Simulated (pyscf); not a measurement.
This saddle point was located with ωB97X-D3(BJ)/def2-SVP in PySCF.

```
Si
O 1 1.6573
H 2 0.9644 1 115.36
H 1 1.4790 2 118.92 3 68.72
H 1 1.4816 4 110.65 2 -113.12
F 1 1.9050 4 91.68 5 -157.30
H 6 1.2082 1 78.06 4 102.12
F 7 1.0910 6 135.75 1 2.17
```
Charge 0, spin multiplicity 1.

Surface: singlet, charge 0. Lowest wavenumbers (cm⁻¹): 508i, 73, 330, 476, 505.

**Question.** Name the species on either side of this saddle.

**Answer.** `[OH][SiH2][F]` + `[FH]` ⇌ `[OH][SiH2][F]` + `[FH]`, a four-centre exchange read from left to right: F–Si, F–H broken and F–Si, F–H formed. At CCSD(T)/def2-TZVPP + ΔMP2(QZVPP) it lies +1.20 eV from the left side and +1.20 eV from the right (each side as separated species at their lowest minima found). On the reactant side the descent ends in a complex, 0.19 eV under the separated species and 1.27 eV under the saddle at ωB97X-D3(BJ)/def2-TZVP. On the product side the descent ends in a complex, 0.29 eV under the separated species and 1.36 eV under the saddle at ωB97X-D3(BJ)/def2-TZVP. At ωB97X-D3(BJ) the barrier from the zero used here is 1.08 eV. The same reactants have a lower exit, to F–SiH₂–F + H₂O (barrier +0.48 eV at ωB97M-D3(BJ), against +1.05 eV here). This is the saddle that the search found; another between the same sides may lie lower. The CCSD(T) − MP2 part came from Ansatz, without density fitting, on the same reference.
